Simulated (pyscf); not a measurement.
Optimised with ωB97X-D3(BJ)/def2-SVP in PySCF.

Question: Estimate by transition-state theory the rate constant of HO–Bi•–OH + H₂O -> HO–Bi(OH)–OH + H• (doublet surface; H–O broken, Bi–O formed) at 900 K, with ωB97M-D3(BJ)/def2-TZVP energies (ideal gas, 1 atm, RRHO with modes under 100 cm⁻¹ raised to 100, one conformer, R ln 2 for chiral ones without a mode under 150 cm⁻¹; no tunnelling).

Answer: The electronic barrier is 47.2 kcal/mol and the thermal terms add +24.4, so ΔG‡ = 71.6 kcal/mol. With k_BT/h = 1.88e+13 s⁻¹ and RT = 1.788 kcal/mol, and a volume of 1.23e-19 cm³ per molecule at 1 atm, k = 9.4e-24 cm³ molecule⁻¹ s⁻¹. Wigner's tunnelling factor for 1402i cm⁻¹ would be 1.21. A shift of 1 kcal/mol in the barrier changes k by a factor 1.7. On the reactant side the descent ends in a bound adduct (not fully relaxed), 10.6 kcal/mol under the separated species and 55.3 kcal/mol under the saddle at ωB97X-D3(BJ)/def2-TZVP. At ωB97X-D3(BJ)/def2-TZVP the barrier from the zero used here is 44.7 kcal/mol. This is the saddle that the search found; another between the same sides may lie lower. The angle at the attacked O is 155°. Elements past Kr carry the def2 core potentials, without spin-orbit coupling.
